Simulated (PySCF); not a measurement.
CH₃O, SMILES C=[OH+], charge +1. Atoms are numbered in the order given.

```xyz
5

C      0.0340    -0.6237     0.0000
O     -0.1305     0.6098     0.0000
H     -0.8750    -1.2245     0.0000
H      1.0294    -1.0721     0.0000
H      0.6854     1.1609     0.0000
```
Charge +1, spin multiplicity 1.

Geometry: B3LYP-D3(BJ)/def2-TZVP. The isomer is the one that the SMILES or the coordinates give; other isomers of the formula were not compared.

Method: PBE0/def2-TZVPD run with PySCF.

Mulliken values depend strongly on the basis, most of all with diffuse functions as here. ESP charges are fitted to the potential on shells at 1.4 to 2.0 van der Waals radii. Atomic charges (e):

```tsv
atom	ESP fit	Mulliken	meta-Löwdin
C1	0.33	0.14	0.31
O2	-0.20	-0.14	-0.17
H3	0.22	0.30	0.22
H4	0.18	0.28	0.20
H5	0.48	0.42	0.43
```
